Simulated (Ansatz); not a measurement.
C3H6F2O (`CC(F)OCF`) from Hartree–Fock to CCSD(T)

```xyz
12

C    -0.001    0.746   -1.626
C     0.347    0.386   -0.215
F     1.695    0.078   -0.134
O    -0.390   -0.731    0.159
C    -0.346   -1.032    1.503
F    -1.133   -0.156    2.218
H     0.613    1.583   -1.958
H     0.177   -0.113   -2.275
H    -1.053    1.026   -1.687
H     0.183    1.209    0.489
H     0.669   -0.960    1.906
H    -0.760   -2.034    1.620
```

Charge 0, multiplicity 1. All single points use the PBE0-D4/def2-TZVP geometry. It is one conformer, not always the lowest. Frozen core, restricted reference, Ansatz 0.2.0. CBS rows extrapolate triple and quadruple zeta; past MP2 they add the triple-zeta difference.

```csv
basis,HF (Eh),MP2 corr.
def2-TZVPP,-391.00591,-1.24263
def2-QZVPP,-391.02342,-1.34347
```

(1) Estimate the CCSD correlation energy and the (T) correction in each basis where they were run (hartree).

Results:

(1) 
| basis | CCSD corr. | (T) |
| --- | --- | --- |
| def2-TZVPP | -1.27446 | -0.04421 |
| CBS(def2) | -1.45001 | as TZ |
